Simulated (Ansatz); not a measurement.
# PH4 (doublet): wave-function methods side by side at distance P1–H2 = 5.159 Å, 6-31G

How much of the correlation energy of PH4 (doublet) does each wave-function method recover here?

Method: 6-31G, core rule «outside noble gas», up to 5 orbitals frozen; program: Ansatz 0.2.0, Gaussian basis.

To be run: UHF; CCSD(T) on ROHF; CCSD(T) on UHF; BCCD(T) on ROHF; CISD; CCSDT(Q) on ROHF; CCSDT(Q) on UHF; CISDTQ; CCSDTQ on ROHF; CCSDTQ on UHF; CASSCF and MRCISD+Q, 3 electrons in 3 orbitals; CASSCF and NEVPT2, 3 electrons in 3 orbitals; CASSCF and MRCISD+Q, 9 electrons in 8 orbitals; CASSCF and MRCISD+Q(relaxed), 9 electrons in 8 orbitals; CASSCF and NEVPT2, 9 electrons in 8 orbitals; Full CI.

15 further runs of the same task are left out: 11 that didn't finish, 4 set aside as unsound or not needed.

## 1. The system

The geometry derives from a PBE0/def2-TZVP stationary point (not a proven minimum). One bond is set to the value named and the two fragments are kept rigid.

5 atoms, charge 0, spin multiplicity 2.

Atoms are counted from 1 here; the program's logs count them from 0.

Bond lengths: P1–H3 1.410 Å, P1–H4 1.410 Å, P1–H5 1.519 Å. Angles: H3–P1–H4 99.8°, H3–P1–H5 92.8°, H4–P1–H5 92.8°.

## 2. UHF

in.yaml

```yaml
crystal:
  periodic: [false, false, false]
  atoms:
    - {symbol: P, position_ang: [0.037627, 0.000000, 0.104501]}
    - {symbol: H, position_ang: [0.431404, 0.000000, -5.039449]}
    - {symbol: H, position_ang: [-0.870630, 1.078238, 0.104501]}
    - {symbol: H, position_ang: [-0.870630, -1.078238, 0.104501]}
    - {symbol: H, position_ang: [0.153577, 0.000000, 1.619169]}
basis:
  gaussian: {orbitals: 6-31G}
magnetization: {spin_polarized: true, initial_magnetization: 1}
hamiltonian: {xc: hf}
output: {orbitals: {seedname: orbitals}}
```

The run is started by

```bash
> ansatz run in.yaml --threads 1 --pin off --events-out ev --progress --plain --max-ram 2393MiB
```

Further steps of the session: CCSD(T) on ROHF; CCSD(T) on UHF; BCCD(T) on ROHF; CISD; CCSDT(Q) on ROHF; CCSDT(Q) on UHF; CISDTQ; CCSDTQ on ROHF; CCSDTQ on UHF; CASSCF and MRCISD+Q, 3 electrons in 3 orbitals; CASSCF and NEVPT2, 3 electrons in 3 orbitals; CASSCF and MRCISD+Q, 9 electrons in 8 orbitals; CASSCF and MRCISD+Q(relaxed), 9 electrons in 8 orbitals; CASSCF and NEVPT2, 9 electrons in 8 orbitals; Full CI.

Q: Predict the results of all the runs planned. Wanted: FCI below the RHF energy; RMP2 from FCI; UMP2 from FCI; RCCSD from FCI; RCCSD(T) from FCI; UCCSD(T) from FCI; RCCSDT(Q) from FCI; UCCSDT(Q) from FCI; NEVPT2 pair from FCI.

The runs gave:

| quantity | value |
| --- | --- |
| FCI below the RHF energy | -2.3872 eV |
| RMP2 from FCI | +60.4 kJ/mol |
| UMP2 from FCI | +60.4 kJ/mol |
| RCCSD from FCI | +2.9 kJ/mol |
| RCCSD(T) from FCI | +0.7 kJ/mol |
| UCCSD(T) from FCI | +0.7 kJ/mol |
| RCCSDT(Q) from FCI | 0.0 kJ/mol |
| UCCSDT(Q) from FCI | 0.0 kJ/mol |
| NEVPT2 pair from FCI | +46.9 kJ/mol |
| MRCISD+Q pair from FCI | -0.8 kJ/mol |
| NEVPT2 valence from FCI | +19.6 kJ/mol |
| levels within 1 kcal/mol (43 meV) | RCCSD, UCCSD, RCCSD(T), UCCSD(T), BCCD(T), RCCSDT, UCCSDT, CISDTQ, RCCSDT(Q), UCCSDT(Q), RCCSDTQ, UCCSDTQ, MRCISD+Q pair, MRCISD valence, MRCISD+Q valence, MRCISD+Q(relaxed) valence |
| T1 diagnostic | 0.007 |
| effectively unpaired electrons | 1.03 |

In words: RCCSD(T) misses by +0.7 kJ/mol, 0.3 % of the correlation energy. MRCISD+Q pair falls below full CI: the +Q correction isn't variational, and the cores differ from full CI's. One determinant dominates. Of the multireference levels listed MRCISD+Q(relaxed) valence comes nearest in total energy (0.0 kJ/mol), which doesn't show that its space is the better one. These misses are within one basis, not against nature; the frozen cores of restricted and unrestricted runs differ, which can shift their rows.
